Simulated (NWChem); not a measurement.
System: SiH$_{4}$ anion, doublet; SMILES of the neutral closed-shell parent [SiH4]

Input file for NWChem:

```
start job
memory heap 200 mb stack 700 mb global 900 mb
charge -1
geometry units angstroms noautoz
  Si     0.000000     0.000000     0.000806
  H      0.996249     0.701270     0.862292
  H     -0.996249    -0.701270     0.862292
  H      0.701302    -0.996152    -0.860734
  H     -0.701302     0.996152    -0.860734
end
basis spherical
  * library pcseg-2
end
dft
  odft
  mult 2
  xc pbe0
  iterations 150
  mulliken
end
task dft energy
```

In the optimisation the excess spin sits in a (C2, its own frame). Sets without diffuse functions describe the anion's extra electron poorly. All runs use the structure optimised with B3LYP/def2-SVPD, spin-unrestricted. This spin state was assumed; another may lie lower. No stability test was run on the SCF state. The highest occupied level is positive, so the extra electron may be held by the finite basis.

Problem. Predict the main results of this run. (PBE0/pcseg-2, spin-unrestricted.) Quantities: basis functions; energy (Ha); highest occupied level (eV); lowest empty minus highest occupied level, either spin (eV); <S²>.

Solution. 
```json
{
  "number_of_basis_functions": "90",
  "energy (Ha)": "-291.68",
  "highest occupied level (eV)": "3.56",
  "lowest empty minus highest occupied level, either spin (eV)": "1.63",
  "<S²>": "0.751"
}
```
